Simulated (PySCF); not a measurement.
## What an electron can do to SF

PBE0 in PySCF with def2-TZVP on every atom, for the lowest determinant that a PBE0 search found; no spin–orbit coupling.

```json
{"species": "SF", "state (unpaired electrons)": "doublet (π ↑)", "Re (Å)": "1.594", "ωe (cm⁻¹)": "864", "energy of the minimum from the neutral (eV)": "0.00", "De (eV)": "3.65", "dissociates to": "S + F"}
{"species": "SF⁺", "state (unpaired electrons)": "triplet (π ↑↑)", "Re (Å)": "1.504", "ωe (cm⁻¹)": "1052", "energy of the minimum from the neutral (eV)": "10.03", "De (eV)": "4.02", "dissociates to": "S⁺ + F"}
```

Question: Work out the lowest energy to break SF into atoms, from its vibrational ground state.

Answer: D0 = De − ωe/2 = 3.65 − 0.05 = 3.60 eV (PBE0/def2-TZVP).

Question: Work out the ionisation energy of the S atom at this level and the threshold of dissociative ionisation.

Answer: IE(S) = 10.03 + 4.02 − 3.65 = 10.40 eV, so S⁺ + F + e⁻ appears at D0 + IE(S) = 14.00 eV (PBE0/def2-TZVP). The measured IE(S) is 10.36 eV (NIST ASD).

These are thermodynamic thresholds; the onsets seen under electron impact lie higher where the geometry changes, and cross-sections peak well above them.

For an ion De counts to the pair picked by the measured ionisation energies or electron affinities, which need not be the lowest pair at this level. States were picked by a PBE0 search and need not be the measured ground states.
